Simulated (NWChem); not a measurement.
**How basis sets differ on CH5B (SMILES [H]B([H])C)**

The species is CH5B (7 atoms), meant as a singlet with charge 0. SMILES: `[H]B([H])C`. Geometry: relaxed at GFN2-xTB.

```xyz
7

B     0.4448    0.7811    0.0063
H     1.6149    0.7823    0.0090
H    -0.1297    1.7981   -0.0614
C    -0.3372   -0.5740    0.0397
H    -0.4056   -0.9294   -0.9911
H    -1.3583   -0.4963    0.4055
H     0.1709   -1.3619    0.5920
```

Each level gives the dipole moment (D). The values are calculated.

```json
{"level": "HF/STO-3G", "kind": "Hartree–Fock", "program": "NWChem", "value (D)": "0.33"}
{"level": "HF/3-21G", "kind": "Hartree–Fock", "program": "NWChem", "value (D)": "0.46"}
{"level": "HF/def2-SVP", "kind": "Hartree–Fock", "program": "NWChem", "value (D)": "0.46"}
{"level": "HF/6-311+G**", "kind": "Hartree–Fock", "program": "NWChem", "value (D)": "0.40"}
```

The values span 0.33 to 0.46 D. Magnitudes only. Sets without polarisation functions give poor dipoles.
